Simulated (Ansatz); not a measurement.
Crystal: BrO2, fluorite type, 3 atoms in the cell.

All numbers below come from PBE, plane waves, PAW datasets (generated soft set 1) in Ansatz 0.2.0 development build.

Cutoff 700 eV; k-mesh 18×18×18 Γ-centred; Fermi–Dirac smearing of 0.0612 eV; no spin polarisation.

The fit to the energies gives V₀ = 12.330 Å³/atom (a₀ = 5.289 Å), B₀ = 110 GPa, B₀′ = 4.67.

(1) What pressure does the program print at V = 11.844 Å³/atom, and how far above the lowest computed point (V = 12.337 Å³/atom) does the energy lie?

Results:

(1) 4.86 GPa and 7.09 meV/atom. All points:

```
V (Å³/atom)   a (Å)  E − E(min) (meV/atom)  P (GPa)
     11.597  5.1821                  16.78     7.78
     11.844  5.2186                   7.09     4.86
     12.090  5.2546                   1.65     2.26
     12.337  5.2901                   0.00    -0.07
     12.584  5.3252                   1.73    -2.14
     12.831  5.3597                   6.48    -3.99
```

The published all-electron PBE values for this crystal (mean of FLEUR and WIEN2k, k-spacing 0.06 Å⁻¹; Bosoni et al., Nat. Rev. Phys. 6, 45 (2024)) are V₀ = 12.338 Å³/atom, B₀ = 110.0 GPa, B₀′ = 4.68. This run's mesh is coarser (spacing 0.11 Å⁻¹), so part of any difference comes from k-sampling.

The stress includes the program's correction for the finite plane-wave basis.

This cubic structure is a model: it isn't the usual form of the substance at ambient conditions, and such phases are metastable or hypothetical.
